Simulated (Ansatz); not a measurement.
Reaction (SMILES): FF (F2) → 2 F atom
B3LYP-D3(BJ)/def2-TZVP geometries, fixed; electronic energies without zero-point terms.

The atomisation energy at CCSD(T) with Ansatz (a quantum-chemistry and plane-wave program), in kcal/mol, split into its Hartree-Fock and correlation parts. Cores are frozen. A restricted Hartree-Fock determinant is unstable towards unrestricted orbitals. Open shells are unrestricted. No added dispersion term, no relativity. Functions are those of the species that has most.

```csv
basis,X,functions,Hartree-Fock,CCSD(T)
aug-cc-pVDZ,2,46,-38.78,28.96
aug-cc-pVTZ,3,92,-35.80,36.22
aug-cc-pVQZ,4,160,-35.91,37.50
```

Worked estimate of the basis-set limit from each neighbouring pair, with Hartree-Fock from the larger set and the correlation part extrapolated as X^-3.
Correlation parts: X = 2: 67.74, X = 3: 72.02, X = 4: 73.41.
- (2,3): (27·(72.02) - 8·(67.74))/19 = 73.82; with Hartree-Fock -35.80 the estimate is 38.02 kcal/mol.
- (3,4): (64·(73.41) - 27·(72.02))/37 = 74.42; with Hartree-Fock -35.91 the estimate is 38.51 kcal/mol.
The last two estimates differ by 0.49 kcal/mol; the largest set lies 1.01 from the last. Over the last step Hartree-Fock moves by -0.11 and the correlation part by 1.39.
